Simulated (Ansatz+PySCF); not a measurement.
singlet H2S: levels of theory in one basis

```yaml
atoms:
  - { symbol: S, position_ang: [0.0000, 0.0000, -0.1768] }
  - { symbol: H, position_ang: [0.0000, 1.6516, 1.4146] }
  - { symbol: H, position_ang: [0.0000, -1.6516, 1.4146] }
```

Basis set: 6-31G (spherical functions). Frozen core: 5 orbitals. Charge 0, multiplicity 1.

Computed with Ansatz (development build ahead of 0.2.0); each method stands on the lowest determinant of its kind that the runs found.

```csv
method,E − E(RHF) (eV),<S²> of the determinant
RHF,0.00,0.00
UHF,-2.67,1.62
RHF-MP2,-2.94,–
RHF-CCSD,-4.40,–
RHF-CCSD(T),-4.50,–
UHF-CCSD(T),-4.34,1.62
full CI (lowest root of this spin),-4.49,–
```

**Question.** What does UHF-MP2 give on the same scale?

**Answer.** -3.33 eV.

At such a shape the full CI root can have another spatial symmetry than the determinants, so the rows needn't describe one state.

**Question.** Is a single determinant a sound starting point here?

**Answer.** It is doubtful. Unrestricted orbitals lower Hartree–Fock by 2.67 eV and <S²> is 1.62 where a pure state has 0.00, a sign of strong static correlation.

Caution for RHF, RHF-MP2, RHF-CCSD, RHF-CCSD(T): an unrestricted determinant lies well below. Caution for UHF, UHF-MP2, UHF-CCSD(T): the unrestricted determinant is a mixture of spin states. Caution for RHF-MP2, UHF-MP2, RHF-CCSD, RHF-CCSD(T), UHF-CCSD(T): large amplitudes, a single reference is doubtful. Caution for UHF-MP2, UHF-CCSD(T): a plain start can end on a higher determinant. Caution for UHF-CCSD(T): the program doubts this total; another reference gives a lower total.
